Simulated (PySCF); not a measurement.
# 2,2,2-Trifluoroethylamine (C₂H₄F₃N): NMR shifts in gas and solvents, part 2 of 2

PySCF 2.14.0. Atoms count from 0.

## Step 6: NMR shieldings: B97-2/pcSseg-2

Job settings and geometry (Å):

```
{"job": {"kind": "nmr", "xc": "B97-2", "basis": "pcSseg-2", "pop": false}, "charge": 0, "multiplicity": 1}
N     -1.354344    -0.246735     0.202711
C     -0.132320     0.517840     0.170449
C      1.042252    -0.379841    -0.139735
F      0.871877    -1.013756    -1.311765
F      2.168389     0.342421    -0.237868
F      1.242853    -1.311040     0.791294
H     -2.097103     0.275388     0.643918
H     -1.655836    -0.497826    -0.729335
H     -0.097129     1.335447    -0.563691
H      0.057356     0.949799     1.154882
```

Method: GIAO B97-2/pcSseg-2 NMR shielding, non-relativistic, gas phase.

Log:

```text
coarse grid: 8976 points
cycle   1  E = -432.8196381360  dE =  8.714e-01  |g| = 9.571e-01  |ddm| = 2.065e+00
cycle   2  E = -432.6594439128  dE =  1.602e-01  |g| = 1.430e+00  |ddm| = 9.782e-01
cycle   3  E = -432.9645610142  dE = -3.051e-01  |g| = 5.970e-02  |ddm| = 5.729e-01
cycle   4  E = -432.9650581574  dE = -4.971e-04  |g| = 3.451e-02  |ddm| = 6.995e-02
cycle   5  E = -432.9653068499  dE = -2.487e-04  |g| = 6.888e-03  |ddm| = 2.533e-02
cycle   6  E = -432.9653151955  dE = -8.346e-06  |g| = 2.053e-03  |ddm| = 4.277e-03
final grid: 89712 points
cycle   7  E = -432.9572200167  dE = -1.078e-04  |g| = 8.715e-03  |ddm| = 4.450e-02
cycle   8  E = -432.9572124497  dE =  7.567e-06  |g| = 1.121e-02  |ddm| = 7.451e-03
cycle   9  E = -432.9572298096  dE = -1.736e-05  |g| = 8.068e-04  |ddm| = 4.315e-03
cycle  10  E = -432.9572299238  dE = -1.142e-07  |g| = 2.405e-04  |ddm| = 6.168e-04
cycle  11  E = -432.9572299351  dE = -1.127e-08  |g| = 4.754e-05  |ddm| = 2.051e-04
cycle  12  E = -432.9572299355  dE = -3.420e-10  |g| = 2.014e-05  |ddm| = 4.344e-05
converged SCF energy = -432.9572299355

GIAO shielding tensors (ppm)
atom      isotropic    diamagn.    paramagn.     s11        s22        s33       span
  0 N      241.392     311.481     -70.089    206.642    252.702    264.833     58.191
  1 C      136.026     243.538    -107.512    116.996    135.652    155.430     38.435
  2 C       48.666     239.490    -190.824     45.523     49.313     51.162      5.639
  3 F      267.094     470.190    -203.096    175.727    274.642    350.913    175.185
  4 F      259.299     467.959    -208.660    171.394    259.456    347.046    175.652
  5 F      266.128     468.230    -202.102    179.294    271.359    347.729    168.435
  6 H       30.902      30.448       0.454     23.545     27.544     41.617     18.072
  7 H       30.950      31.398      -0.448     23.356     29.134     40.360     17.004
  8 H       28.211      30.493      -2.282     23.206     28.240     33.187      9.981
  9 H       28.644      30.350      -1.705     24.830     28.387     32.715      7.884
```

It took 46 s on 1 thread of Arm Neoverse N1, shared host; peak memory 0.93 GiB.

In short: δ C2 136.7, C1 49.4, N0 20.4, F3 -88.2, H8 3.21, H6 0.71 ppm (means over like atoms).

## Step 7: NMR shieldings: WP04/pcSseg-2 in chloroform

Same as in step 6 but for these lines:

```diff
@@ -1,2 +1,2 @@
-{"job": {"kind": "nmr", "xc": "B97-2", "basis": "pcSseg-2", "pop": false}, "charge": 0, "multiplicity": 1}
+{"job": {"kind": "nmr", "xc": "WP04", "basis": "pcSseg-2", "pop": false, "solvent": "chloroform"}, "charge": 0, "multiplicity": 1}
 N     -1.354344    -0.246735     0.202711
```

Method: GIAO WP04/pcSseg-2 NMR shielding, non-relativistic, IEF-PCM chloroform.

Log:

```text
coarse grid: 8976 points
cycle   1  E = -440.9983888657  dE =  8.850e-01  |g| = 1.388e+00  |ddm| = 2.035e+00
cycle   2  E = -440.5617027038  dE =  4.367e-01  |g| = 2.199e+00  |ddm| = 1.372e+00
cycle   3  E = -441.2756334745  dE = -7.139e-01  |g| = 1.273e-01  |ddm| = 9.003e-01
cycle   4  E = -441.2783356491  dE = -2.702e-03  |g| = 5.965e-02  |ddm| = 1.197e-01
cycle   5  E = -441.2790865453  dE = -7.509e-04  |g| = 1.427e-02  |ddm| = 4.268e-02
cycle   6  E = -441.2791240848  dE = -3.754e-05  |g| = 4.164e-03  |ddm| = 9.035e-03
cycle   7  E = -441.2791267792  dE = -2.694e-06  |g| = 8.124e-04  |ddm| = 2.071e-03
final grid: 89712 points
cycle   8  E = -441.2751028941  dE = -1.537e-04  |g| = 8.298e-03  |ddm| = 4.699e-02
cycle   9  E = -441.2750898366  dE =  1.306e-05  |g| = 1.202e-02  |ddm| = 9.996e-03
cycle  10  E = -441.2751157500  dE = -2.591e-05  |g| = 8.726e-04  |ddm| = 5.782e-03
cycle  11  E = -441.2751158323  dE = -8.235e-08  |g| = 4.566e-04  |ddm| = 6.336e-04
cycle  12  E = -441.2751158709  dE = -3.861e-08  |g| = 7.486e-05  |ddm| = 2.711e-04
cycle  13  E = -441.2751158717  dE = -7.904e-10  |g| = 3.075e-05  |ddm| = 4.384e-05
converged SCF energy = -441.2751158717

GIAO shielding tensors (ppm)
atom      isotropic    diamagn.    paramagn.     s11        s22        s33       span
  0 N      229.291     312.399     -83.109    194.868    242.389    250.616     55.748
  1 C      122.878     241.834    -118.956    102.290    122.837    143.508     41.218
  2 C       30.107     240.620    -210.513     24.410     29.354     36.556     12.146
  3 F      264.860     473.180    -208.320    168.216    268.624    357.740    189.524
  4 F      259.282     471.175    -211.893    166.085    256.264    355.495    189.410
  5 F      265.795     471.584    -205.789    174.277    268.044    355.064    180.787
  6 H       30.548      30.160       0.388     23.454     27.085     41.104     17.650
  7 H       30.670      31.088      -0.418     23.331     28.819     39.860     16.530
  8 H       28.296      30.209      -1.913     23.600     28.307     32.980      9.380
  9 H       28.670      30.009      -1.339     24.952     28.400     32.658      7.706
```

Run time: 52 s. Hardware: 1 thread of Arm Neoverse N1, shared host; peak memory 1.1 GiB.

This run: δ C2 145.0, C1 52.2, N0 20.7, F3 -84.4, H8 3.39, H6 1.26 ppm (means over like atoms).

## Step 8: NMR shieldings: wB97X-D/pcSseg-2 in chloroform

Same as in step 7 but for these lines:

```diff
@@ -1,2 +1,2 @@
-{"job": {"kind": "nmr", "xc": "WP04", "basis": "pcSseg-2", "pop": false, "solvent": "chloroform"}, "charge": 0, "multiplicity": 1}
+{"job": {"kind": "nmr", "xc": "wB97X-D", "basis": "pcSseg-2", "pop": false, "solvent": "chloroform"}, "charge": 0, "multiplicity": 1}
 N     -1.354344    -0.246735     0.202711
```

With the program's defaults for keys left out, this is: GIAO wB97X-D/pcSseg-2 NMR shielding, non-relativistic, IEF-PCM chloroform.

Log:

```text
coarse grid: 8976 points
cycle   1  E = -432.8163338681  dE =  9.708e-01  |g| = 9.797e-01  |ddm| = 2.054e+00
cycle   2  E = -432.7981314951  dE =  1.820e-02  |g| = 1.128e+00  |ddm| = 7.977e-01
cycle   3  E = -432.9775454717  dE = -1.794e-01  |g| = 5.067e-02  |ddm| = 3.933e-01
cycle   4  E = -432.9779538006  dE = -4.083e-04  |g| = 2.267e-02  |ddm| = 4.043e-02
cycle   5  E = -432.9780501129  dE = -9.631e-05  |g| = 7.113e-03  |ddm| = 1.926e-02
cycle   6  E = -432.9780614602  dE = -1.135e-05  |g| = 1.721e-03  |ddm| = 6.156e-03
cycle   7  E = -432.9780624041  dE = -9.440e-07  |g| = 6.536e-04  |ddm| = 2.673e-03
final grid: 89712 points
cycle   8  E = -432.9790822615  dE = -2.215e-04  |g| = 1.235e-02  |ddm| = 4.389e-02
cycle   9  E = -432.9790836750  dE = -1.414e-06  |g| = 1.246e-02  |ddm| = 9.984e-03
cycle  10  E = -432.9791043614  dE = -2.069e-05  |g| = 8.164e-04  |ddm| = 4.335e-03
cycle  11  E = -432.9791044804  dE = -1.191e-07  |g| = 3.983e-04  |ddm| = 7.782e-04
cycle  12  E = -432.9791045113  dE = -3.088e-08  |g| = 7.299e-05  |ddm| = 3.464e-04
cycle  13  E = -432.9791045126  dE = -1.265e-09  |g| = 3.008e-05  |ddm| = 9.099e-05
cycle  14  E = -432.9791045129  dE = -2.912e-10  |g| = 6.894e-06  |ddm| = 5.360e-05
converged SCF energy = -432.9791045129

GIAO shielding tensors (ppm)
atom      isotropic    diamagn.    paramagn.     s11        s22        s33       span
  0 N      246.314     311.729     -65.415    211.779    256.867    270.296     58.517
  1 C      136.729     242.324    -105.595    117.332    136.738    156.119     38.788
  2 C       47.052     239.624    -192.572     42.421     46.947     51.789      9.368
  3 F      269.271     469.320    -200.048    176.342    278.533    352.939    176.596
  4 F      262.698     467.356    -204.658    173.421    264.862    349.811    176.389
  5 F      270.899     467.783    -196.884    183.026    277.812    351.858    168.832
  6 H       30.433      30.163       0.270     22.966     26.629     41.705     18.739
  7 H       30.622      31.060      -0.438     22.932     28.444     40.492     17.560
  8 H       28.148      29.988      -1.840     23.182     28.105     33.158      9.975
  9 H       28.457      29.747      -1.290     24.520     28.096     32.756      8.236
```

It took 72 s on 1 thread of Arm Neoverse N1, shared host; peak memory 1.1 GiB.

In short: δ C2 140.1, C1 50.4, N0 18.2, F3 -80.5, H8 3.31, H6 1.09 ppm (means over like atoms).

## Step 9: Run by run: NMR shifts

Shifts (ppm), means over like atoms, with basis size and wall time (the measured row can stand on another reference than the computed rows):

```tsv
run	C2	C1	H8	H6	N0	F3	functions	time
PBE0/pcSseg-2	138.1	49.5	3.21	0.70	20.3	-87.6	272	50 s
KT3/pcSseg-2	136.2	49.7	3.36	0.71	25.3	-106.5	272	62 s
wB97X-D/pcSseg-2	138.4	49.9	3.16	0.73	18.5	-80.2	272	62 s
B97-2/pcSseg-2	136.7	49.4	3.21	0.71	20.4	-88.2	272	46 s
WP04/pcSseg-2 in chloroform	145.0	52.2	3.39	1.26	20.7	-84.4	272	52 s
wB97X-D/pcSseg-2 in chloroform	140.1	50.4	3.31	1.09	18.2	-80.5	272	72 s
measured	–	–	–	–	–	-76.2	–	–
```

Measured: G. Saielli, R. Bini, A. Bagno, Computational 19F NMR. 2. Organic compounds, RSC Adv. 2014, ESI (exp. from Berger-Braun-Kalinowski 1994 and Everett 1995).

## Step 10: What came out

This closing draws on all 2 parts.

| quantity | value |
| --- | --- |
| point group | C1 |
| rotational constants (main isotopes) | 5.31, 2.82, 2.79 GHz |
| 13C shifts against TMS (PBE0/pcSseg-2) | 138.1, 49.5 ppm |
| 1H shifts against TMS (PBE0/pcSseg-2, means over atoms taken as alike) | 3.21, 0.70 ppm |
| 15N shifts against NH3 (PBE0/pcSseg-2) | 20.3 ppm |
| 19F shifts against CFCl3 (PBE0/pcSseg-2, means over atoms taken as alike) | -87.6 ppm |
| measured, and computed on the same scale | F3 δ -76.2, -87.6 ppm |
| range of the shift of C2 (wB97X-D/pcSseg-2 runs) | 138.4 to 140.1 ppm |

Relaxing lowered the energy by 0.079 eV in 5 steps; the close pair that moved most is N0–H6, from 1.036 to 1.009 Å. No frequency check was run at this level, so the end point may be a saddle. H8, H9 (mean) (hydrogen on an sp3 CH2 bonded to N) lies farthest downfield among hydrogen, at 3.21 ppm; its carbon carries N, an electronegative neighbour. At PBE0/pcSseg-2: Shielding is most anisotropic at F3, F4, F5 (span 175 ppm, paramagnetic term -206 ppm). The one measured 19F shift is missed by -11.4 ppm (computed less measured, unscaled). Vibration, temperature and solvent are missing from the calculation, and it holds one conformer, so part of the miss against the measured shifts is not the functional's. At one level, wB97X-D/pcSseg-2: Across the 2 runs the shift of C2 moves most, between 138.4 (wB97X-D/pcSseg-2) and 140.1 ppm (wB97X-D/pcSseg-2 in chloroform). Part of that comes from the computed reference.
